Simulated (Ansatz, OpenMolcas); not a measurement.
**A ladder of methods for NF3 (nitrogen trifluoride)**

The species is NF3 (4 atoms), meant as a singlet with charge 0. As SMILES, `FN(F)F`. Geometry: relaxed at PBE0-D4/def2-TZVP.

Quantity: the atomisation enthalpy at 298 K, in kJ/mol. The values are calculated. The thermal term (zero-point and 298 K enthalpy, harmonic and unscaled) is that of PBE0-D4/def2-TZVP; the spin-orbit lowering of the free atoms at 298 K, 3.9 kJ/mol by their spectra, is taken off.

**The experiment to reproduce.** NIST-JANAF tables gives the atomisation enthalpy at 298 K of the gas as 843 kJ/mol.

```tsv
level	kind	program	value (kJ/mol)	computed − measured	CPU time (all runs)
HF/cc-pVTZ	Hartree–Fock	Ansatz	141	-702	2.6 s
BLYP/cc-pVTZ	GGA	Ansatz	937	+94	3.7 s
TPSS/cc-pVTZ	meta-GGA	OpenMolcas	909	+66	61 s
BHLYP/cc-pVTZ	global hybrid	Ansatz	679	-164	4.6 s
M06-2X/cc-pVTZ	hybrid meta-GGA	OpenMolcas	838	-5	61 s
PBE0/cc-pVTZ	global hybrid	Ansatz	860	+17	4 s
CAM-B3LYP/cc-pVTZ	range-separated hybrid	Ansatz	870	+27	4.6 s
B2PLYP/cc-pVTZ	double hybrid	Ansatz	829	-14	6.1 s
MP2/cc-pVTZ	perturbation theory	Ansatz	848	+5	3.1 s
CCSD(T)/cc-pVTZ	coupled cluster or CI	Ansatz	780	-63	31 s
```

Nearest: M06-2X/cc-pVTZ (-5 kJ/mol); farthest: HF/cc-pVTZ (-702 kJ/mol). Computed less measured by kind, in kJ/mol (cc-pVTZ rows): Hartree–Fock -702; GGA +94; meta-GGA +66; global hybrid -164 to +17; range-separated hybrid +27; double hybrid -14; perturbation theory +5; coupled cluster or CI -63. In a finite basis correlated wave-function methods underbind, so their errors here aren't those of the basis-set limit. Times are those of the runs behind each value, whatever else they computed, on shared processors of several kinds: orders of magnitude only.
